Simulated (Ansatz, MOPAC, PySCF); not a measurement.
Potential energy curve for CH, doublet. Each curve is given relative to its own lowest point between 0.93 and 1.35 Å, where full CI is lowest.

```csv
R / Å,A,B,C
0.77,48.8,138.4,138.6
0.84,27.6,74.7,75.4
0.88,18.5,50.0,50.8
0.93,9.9,28.0,28.8
0.97,5.0,16.1,16.7
1.03,0.9,5.1,5.5
1.05,0.3,3.0,3.2
1.08,0.0,0.9,1.0
1.11,0.5,0.0,0.0
1.15,2.3,0.3,0.1
1.20,6.1,2.6,2.2
1.28,15.3,9.3,8.8
1.35,25.8,17.1,16.6
1.44,41.6,28.6,28.2
1.56,64.7,44.7,45.0
1.71,91.6,63.9,66.0
1.89,111.2,83.8,88.7
2.10,122.4,101.7,107.7
2.38,—,116.9,121.5
2.70,—,125.4,128.6
3.09,—,129.3,132.2
3.67,—,130.9,133.9
```

Energies in mEh.

Problem. Match the curves with the methods Ansatz (a quantum-chemistry and plane-wave program) with full CI/aug-cc-pVTZ, frozen core; PM7, unrestricted, heats of formation in MOPAC; unrestricted B3LYP/6-311+G**, spherical d (PySCF).

Solution. A is PM7; B is FCI; C is UKS-B3LYP/6-311+G**.

Dashes: no converged value, or the column stops at the first point that the program doubted or that broke a chosen test of continuity, which isn't proof of a fault.

The unrestricted determinant behind UKS-B3LYP/6-311+G** is spin-contaminated at 0.77 to 0.84, 1.89 to 3.67 Å (<S²> up to 1.7, against 0.75 for a pure doublet).
